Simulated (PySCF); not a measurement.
Molecule: SMILES FC(F)CS, C$_{2}$H$_{4}$F$_{2}$S.

Numbering as in the mapped SMILES `[F:1][CH:2]([F:3])[CH2:4][SH:5]`. Each H is labelled by its parent atom.

Geometry PBE0-D3(BJ)/def2-SVP throughout; GIAO in PySCF 2.14.0 with density-fitted response routines, gas phase, one conformer, non-relativistic; equivalent atoms averaged; basis pcSseg-2.

For orientation, PBE0 gives these shifts δ (against CFCl3, TMS, CS2 at the same level): F1/F3 -138.2, C2 118.4, C4 35.0, S5 -144.0, H(C2) 5.90, H(C4) 2.67, H(S5) 2.01 ppm.

A run gave: F1/F3 -125.3, C2 114.4, C4 34.6, S5 -132.5, H(C2) 5.70, H(C4) 2.60, H(S5) 2.07 ppm (shifts δ (against CFCl3, TMS, CS2 at the same level)).

Question: Which functional was used in that run?
A. BP86
B. CAM-B3LYP
C. BHandHLYP
D. OPBE
E. LC-wPBE

Answer: C. C2 tells them apart best: BHandHLYP gives 114.4, CAM-B3LYP gives 120.2, BP86 gives 122.6, OPBE gives 119.0, LC-wPBE gives 120.9 ppm.
